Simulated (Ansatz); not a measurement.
**TA phonon frequency at L of zinc-blende AlP at several levels of theory**

No measured value is used here.

```json
[
 {"level (code)": "LDA (Ansatz)", "value (cm⁻¹)": "102", "cell (Å³/atom)": "20.05"},
 {"level (code)": "PBE (Ansatz)", "value (cm⁻¹)": "[?]", "cell (Å³/atom)": "20.88"},
 {"level (code)": "B3LYP (VWN-RPA form) (Ansatz)", "value (cm⁻¹)": "123", "cell (Å³/atom)": "20.99"},
 {"level (code)": "HSE06 (Ansatz)", "value (cm⁻¹)": "113", "cell (Å³/atom)": "20.52"},
 {"level (code)": "LC-ωPBE (Ansatz)", "value (cm⁻¹)": "118", "cell (Å³/atom)": "20.01"},
 {"level (code)": "PBE0 (Ansatz)", "value (cm⁻¹)": "113", "cell (Å³/atom)": "20.49"},
 {"level (code)": "Hartree–Fock (Ansatz)", "value (cm⁻¹)": "[?]", "cell (Å³/atom)": "21.23"}
]
```

Task: Complete the blanks.

Result: 
- PBE (Ansatz, a quantum-chemistry and plane-wave program), value (cm⁻¹): 108
- Hartree–Fock (Ansatz), value (cm⁻¹): 137

Each level is taken at its own relaxed cell. K meshes differ between the levels. Ansatz's density-functional and Hartree–Fock values are scalar-relativistic unless marked +SOC, with PAW data made under PBE.
